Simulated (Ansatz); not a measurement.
**CHF− (doublet): energies up the ladder**

Aim: energies up the ladder, for CHF− (doublet), with the cost of each level. Charge -1. Spin multiplicity 2.

Computed with Ansatz 0.2.0 (the levels named in each step, unless a step's input says otherwise).

### Step 1. Starting point

Bond lengths: C1–F2 1.312 Å, C1–H3 1.036 Å. Angles: F2–C1–H3 180.0°.

Structure file:

```xyz
3

C     0.0000    0.0000   -0.0921
F     0.0000    0.0000    1.2198
H     0.0000    0.0000   -1.1277
```

### Step 2. A rough first relaxation, PBE-D4/def2-SVPD

input.yaml reads:

```yaml
crystal:
  periodic: [false, false, false]
  atoms:
    - { symbol: C, position_ang: [0.0, 0.0, -0.09209] }
    - { symbol: F, position_ang: [0.0, 0.0, 1.21979] }
    - { symbol: H, position_ang: [0.0, 0.0, -1.1277] }
magnetization:
  spin_polarized: true
  initial_magnetization: 1
total_charge: -1
basis:
  gaussian: { orbitals: def2-SVPD }
hamiltonian:
  xc: pbe
  dispersion: d4
relax:
  f_tol: 0.03
  max_steps: 200
```

On the command line:

```bash
ansatz run input.yaml --threads 2 --pin off --max-ram 5120MiB --backend cpu --events-out ev --progress --plain --runs-dir out
```

After this run come: Relaxation, PBE0-D4/def2-TZVPPD; Frequencies, PBE0-D4/def2-TZVPPD; Single point, PBE-D4/def2-TZVPPD; Single point, r2SCAN-D4/def2-TZVPPD; Single point, B3LYP-D4/def2-TZVPPD; Single point, wB97M-V/def2-TZVPPD; Single point, B2PLYP/def2-TZVPPD; Single point, LDA/def2-TZVPPD; Single point, PBE0-D4/def2-SVPD; Single point, PBE-D4/def2-SVPD; Single point, CCSD(T)/def2-TZVPPD; Single point, CCSD(T)/def2-QZVPPD.

Q: Predict the outcome of this session. Wanted: C1–F2 at PBE0-D4/def2-TZVPPD; frequencies at PBE0-D4/def2-TZVPPD; energy at CCSD(T)/CBS.

**Answer**, as computed:

```
                          quantity             value
      C1–F2 at PBE0-D4/def2-TZVPPD           1.463 Å
frequencies at PBE0-D4/def2-TZVPPD  783 to 2629 cm⁻¹
             energy at CCSD(T)/CBS      -3763.658 eV
```

**Reading.** No mode is imaginary, so the geometry is a minimum. These totals serve in differences with atoms or fragments at the same level; alone they don't rank the methods.
